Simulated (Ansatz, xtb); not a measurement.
System: C₅H₄N, charge 0, multiplicity 2. It need not be the lowest isomer of its formula. 
Geometry from a B3LYP-D3(BJ)/def2-TZVP (Ansatz, a program for electronic structure) optimisation:
```
C
H 1 1.0828
C 1 1.3911 2 120.66
N 3 1.3313 1 123.94 2 -180.00
C 4 1.3420 3 118.57 1 0.00
C 5 1.3736 4 119.38 3 0.00
C 6 1.3690 5 123.95 4 0.00
H 5 1.0828 4 117.21 3 -180.00
H 7 1.0831 6 122.66 5 180.00
H 3 1.0846 4 115.91 5 -180.00
```
Charge 0, spin multiplicity 2.

Harmonic wavenumbers from GFN2-xTB (xtb, at its own minimum), cm⁻¹: 309, 387, 543, 609, 644, 745, 883, 885, 910, 942, 1075, 1091, 1113, 1163, 1227, 1269, 1381, 1409, 1483, 1583, 3050, 3060, 3076, 3079.

**Question.** Give the harmonic wavenumbers at B3LYP-D3(BJ)/def2-TZVP (Ansatz, finite differences of forces, unscaled).

**Answer.** 390, 424, 581, 663, 691, 787, 925, 947, 992, 992, 1049, 1066, 1111, 1204, 1263, 1331, 1441, 1472, 1544, 1613, 3157, 3172, 3178, 3189 cm⁻¹. Zero-point energy 47.4 kcal/mol.

**Question.** From these and the geometry, give the ideal-gas thermochemistry at 298.15 K and 1 atm (rigid rotor, harmonic oscillator).

**Answer.** Point group Cs, rotational symmetry number 1. Rotational constants 6.655, 5.825, 3.106 GHz. S(trans) 38.98, S(rot) 25.39, S(vib) 4.04, S(elec, spin only) 1.38, S 69.8 cal/(mol K). H(298) - H(0) 3.26 kcal/mol; G - E(el) 29.9 kcal/mol.
